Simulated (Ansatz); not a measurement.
Relaxed structures of AlSiH$_{2}$O (charge -1), closed shell (PBE0-D4/def2-TZVPD; forces vanish, vibrations not checked; lower isomers may exist, and structures with a doubtful reference or unclear bonds are left out; Å). Ansatz 0.2.0; basis: def2-TZVPPD; cores frozen in the correlated methods.

**Question.** Rank them by CCSD(T) energy, lowest first, and give each one's height above the lowest. Links in brackets join atoms within 1.22 times the sum of their covalent radii (1.1 for two metals). (An estimate is asked for; the value comes from the calculation.)
A.
AlSiH₂O ([O]1[AlH2][Si]1), total charge -1
```
5
angstrom
O -0.3415 0.6449 0.1762
Al -0.0114 -1.0988 -0.3160
Si 1.0850 0.5624 1.0067
H -1.1064 -2.1443 0.2730
H 0.2173 -1.2763 -1.9144
```
B.
AlSiH₂O ([O]1[Al][SiH2]1), total charge -1
```
5
angstrom
O -0.3546 0.2752 0.7566
Al -0.2092 -1.2656 -0.0828
Si 1.1559 0.7985 0.1467
H 1.9717 1.2500 1.3543
H 0.9090 2.1579 -0.5003
```
C.
AlSiH₂O ([O]1[AlH][SiH]1), total charge -1
```
5
angstrom
O -0.3078 0.2599 0.9289
Al -0.1651 -0.9758 -0.3160
Si 1.1898 0.9035 0.3788
H -1.4215 -2.0236 -0.2044
H 0.7046 1.8361 -0.7873
```

**Answer.** The calculation gives: B (0.00 kcal/mol), A (12.64 kcal/mol), C (21.27 kcal/mol). Heights count from the lowest.

No T1 diagnostic of these runs exceeds 0.021. The restricted Hartree–Fock reference is unstable towards an unrestricted one at one or more of these structures.

For scale, one of the runs: CCSD(T)/def2-TZVPPD, 170 basis functions, launched by `ansatz run in.yaml --threads 2 --pin off --events-out ev --progress --plain --max-ram 4352MiB`. Hardware: 2 CPU threads of an Arm Neoverse V2, shared host. Wall time 19 s; peak host memory 1.3 GiB.
